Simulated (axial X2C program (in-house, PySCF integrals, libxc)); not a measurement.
What spin–orbit coupling does to SO⁺

Calculated with an axial X2C code built on PySCF integrals. Spin-free means the one-electron spin-free X2C Hamiltonian; two-component (2c) means X2C with spin–orbit coupling and atomic mean-field two-electron Coulomb and Gaunt terms, so the difference of the two also holds small scalar two-electron terms. Basis: S dyall-av3z [9s8p3d2f], O dyall-av3z [7s6p3d2f] (cores contracted in-house); Gaussian nuclei, density fitting, unrestricted open shells. Masses: S 31.972 u, O 15.995 u.

Spin-free state: M_S = 1/2, Λ = 1 (beyond evenly filled blocks: π+α); fragments S+ + O.

```json
{"level": "PBEsol", "Re (Å)": "1.446", "ωe (cm⁻¹)": "1303.9", "De (eV)": "6.394", "μ (D)": "-2.11"}
```

Dipoles are positive if O is the positive end and refer to the centre of mass.

(1) Within this multiplet, which Ω should lie lowest by the rule for regular and inverted multiplets?

Two-component determinant lowest at the distance of the search:

Ω = 1/2 (⟨Sz⟩ = -0.50, ⟨Lz⟩ = 1.00 at PBEsol); fragments S+ + O.

```json
{"level": "PBEsol", "Re (Å)": "1.446", "ωe (cm⁻¹)": "1303.7", "De (eV)": "6.419", "μ (D)": "-2.11"}
```

(2) From the two tables, how do the constants change at the PBEsol level (2c against spin-free)?

One determinant describes the state; a PBE0 search over occupations chose it and may have missed a lower one. Dissociation energies refer to the lowest single-determinant-based atoms at the same level and basis. Density functionals use the spin component along the axis (collinear). A 2c atom that is not at its ground J level misses part of its spin–orbit lowering, and De is too large by that part (0.04 eV or less for light atoms). This holds for PBEsol. Without a current term, density functionals place determinants with orbital angular momentum somewhat too high.

Results:

(1) The open π shell holds one electron, so the multiplet is regular: Ω = Λ − 1/2 = 1/2. The PBE0 2c search agrees, though Ω = 3/2 of the search lies only 0.05 eV higher.

(2) At the PBEsol level Re is unchanged within 0.001 Å and ωe stays the same within 0.2 cm⁻¹; De is not compared, since the atomic limits differ or miss part of their spin–orbit lowering.
